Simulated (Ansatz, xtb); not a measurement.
Molecule: Si2H5, net charge 0, doublet state. It need not be the lowest isomer of its formula. SMILES: [SiH2][SiH3]
Geometry from a B3LYP-D3(BJ)/def2-TZVP (Ansatz, a program for electronic structure) optimisation:
```
Si
H 1 1.4822
H 1 1.4822 2 109.07
H 1 1.4858 2 108.50 3 118.04
Si 1 2.3328 2 109.08 4 122.96
H 5 1.4856 1 114.08 2 -57.42
H 5 1.4856 6 109.54 1 129.22
```
Charge 0, spin multiplicity 2.

Harmonic wavenumbers from GFN2-xTB (xtb, at its own minimum), cm⁻¹: 103, 363, 366, 435, 497, 526, 774, 805, 835, 851, 2149, 2199, 2202, 2225, 2230.

Give the harmonic wavenumbers at B3LYP-D3(BJ)/def2-TZVP (Ansatz, finite differences of forces, unscaled).

132, 382, 398, 428, 594, 634, 875, 935, 948, 950, 2190, 2201, 2214, 2225, 2233 cm⁻¹. Zero-point energy 24.8 kcal/mol.

From these and the geometry, give the ideal-gas thermochemistry at 298.15 K and 1 atm (rigid rotor, harmonic oscillator).

Point group C1, rotational symmetry number 1. Rotational constants 53.27, 5.326, 5.199 GHz. S(trans) 38.25, S(rot) 22.90, S(vib) 7.15, S(elec, spin only) 1.38, S 69.7 cal/(mol K). H(298) - H(0) 3.69 kcal/mol; G - E(el) 7.7 kcal/mol.
